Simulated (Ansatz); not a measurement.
# Si2H5Cl (SMILES [SiH3][SiH2]Cl) at HF/STO-3G

What is the energy change on altering one bond length of Si2H5Cl at HF/STO-3G? 

The results are computed with Ansatz 0.2.0.

59 further runs of the same task are left out: 59 set aside as unsound or not needed.

## Step 1: The structure to begin with

The species is Si2H5Cl (8 atoms), meant as a singlet with charge 0. SMILES: `[SiH3][SiH2]Cl`. The coordinates come from a PBE0-D4/def2-TZVP relaxation.

Bond lengths: Si1–Si2 2.338 Å, Si2–Cl3 2.065 Å, Si1–H4 1.488 Å, Si1–H5 1.486 Å, Si1–H6 1.486 Å, Si2–H7 1.485 Å, Si2–H8 1.485 Å. Some angles: Si1–Si2–Cl3 108.7°, Si1–Si2–H7 111.9°, Si1–Si2–H8 111.8°, Cl3–Si2–H7 107.7°, Cl3–Si2–H8 107.7°, Si2–Si1–H4 109.6°, Si2–Si1–H5 109.6°, Si2–Si1–H6 109.6°, H7–Si2–H8 108.8°, H4–Si1–H5 109.3°.

## Step 2: A single-point energy at HF/STO-3G

input.yaml

```yaml
crystal:
  periodic: [false, false, false]
  atoms:
    - {symbol: Si, position_ang: [-0.706500, 0.881800, -0.390300]}
    - {symbol: Si, position_ang: [0.573400, -0.938800, 0.325900]}
    - {symbol: Cl, position_ang: [2.431600, -0.252900, 0.908000]}
    - {symbol: H, position_ang: [-2.053000, 0.410100, -0.813000]}
    - {symbol: H, position_ang: [-0.034300, 1.540700, -1.540000]}
    - {symbol: H, position_ang: [-0.854500, 1.855700, 0.722100]}
    - {symbol: H, position_ang: [-0.041800, -1.622800, 1.491400]}
    - {symbol: H, position_ang: [0.777200, -1.930900, -0.759900]}
basis:
  gaussian:
    orbitals: STO-3G
total_charge: 0
hamiltonian:
  xc: hf
accuracy: high
output: {orbitals: {seedname: orbitals}}
```

Command:

```sh
$ ansatz run input.yaml --threads 1 --pin off --max-ram 3480MiB --events-out events.jsonl --progress --plain --runs-dir runs
```

The log of the run:

```text
Warning: RAYON_NUM_THREADS=1 ignored (pool sized by the plan → 1); use --threads N
Functional definition: HF
  name "HF"
  exchange = exact_x
  correlation = 0
610 factors; integrals over basis functions are off by at most 2.6e-8 eV
mean field evaluation 1: about -27992.7709 eV, gradient 1.5e1 eV
mean field evaluation 2: about -27992.7881 eV, gradient 1.5e1 eV
mean field evaluation 4: about -27993.9326 eV, gradient 6.5e-1 eV
mean field evaluation 8: about -27993.9344 eV, gradient 1.9e-6 eV
mean field -27993.93443124 eV, -1028.7581153779 hartree, gradient 5.9e-8 eV, S^2 0.000000; 0 other end points of the search recorded, 0 dependent functions left out
reference -27993.93443124 eV, -1028.7581153779 hartree; 25, 25 occupied and 7, 7 virtual orbitals, 610 factors
Total energy: -27993.93443124 eV, -1028.7581153779 hartree
```

Run time: 0.28 s. Hardware: 1 thread of Arm Neoverse V1, shared host.

## Step 3: The distorted shape, same level

molecule.yaml

```yaml
crystal:
  periodic: [false, false, false]
  atoms:
    - symbol: Si
      position_ang: [-0.614201, 0.984421, -0.565162]
    - symbol: Si
      position_ang: [0.665699, -0.836179, 0.151038]
    - symbol: Cl
      position_ang: [2.523899, -0.150279, 0.733138]
    - symbol: H
      position_ang: [-1.960701, 0.512721, -0.987862]
    - symbol: H
      position_ang: [0.057999, 1.643321, -1.714862]
    - symbol: H
      position_ang: [-0.762201, 1.958321, 0.547238]
    - symbol: H
      position_ang: [-0.041800, -1.622800, 1.491400]
    - symbol: H
      position_ang: [0.869499, -1.828279, -0.934762]
basis:
  gaussian: {orbitals: STO-3G}
hamiltonian: {xc: hf}
accuracy: high
output: {orbitals: {seedname: orbitals}}
```

Command:

```sh
$ ansatz run molecule.yaml --threads 1 --pin off --max-ram 3480MiB --events-out events.jsonl --progress --plain --runs-dir runs
```

The log of the run:

```text
Warning: RAYON_NUM_THREADS=1 ignored (pool sized by the plan → 1); use --threads N
Functional definition: HF
  name "HF"
  exchange = exact_x
  correlation = 0
609 factors; integrals over basis functions are off by at most 2.9e-8 eV
mean field evaluation 1: about -27991.8072 eV, gradient 1.6e1 eV
mean field evaluation 2: about -27991.8212 eV, gradient 1.6e1 eV
mean field evaluation 4: about -27993.1269 eV, gradient 7.5e-1 eV
mean field evaluation 8: about -27993.1295 eV, gradient 2.4e-6 eV
mean field -27993.12946179 eV, -1028.7285332960 hartree, gradient 7.3e-8 eV, S^2 0.000000; 0 other end points of the search recorded, 0 dependent functions left out
reference -27993.12946179 eV, -1028.7285332960 hartree; 25, 25 occupied and 7, 7 virtual orbitals, 609 factors
Total energy: -27993.12946179 eV, -1028.7285332960 hartree
```

Wall time 0.28 s (1 thread of Arm Neoverse V1, shared host).

## Step 4: Results

Level: HF/STO-3G.

```
                                                          quantity           value
                                         first shape: total energy  -1028.75812 Eh
                                          first shape: HOMO energy        -8.88 eV
                                          first shape: LUMO energy         9.13 eV
                                        first shape: HOMO–LUMO gap        18.01 eV
                                     distorted shape: total energy  -1028.72853 Eh
                                      distorted shape: HOMO energy        -8.81 eV
                                      distorted shape: LUMO energy         8.74 eV
                                    distorted shape: HOMO–LUMO gap        17.54 eV
energy change with the Si2–H7 bond stretched from 1.485 to 1.708 Å        0.805 eV
```

In words: With the Si2–H7 bond stretched from 1.485 to 1.708 Å the energy rises by 0.80 eV (77.7 kJ/mol). The first shape isn't relaxed at this level, so the change isn't measured from a minimum. The minimal basis adds a large error of its own.
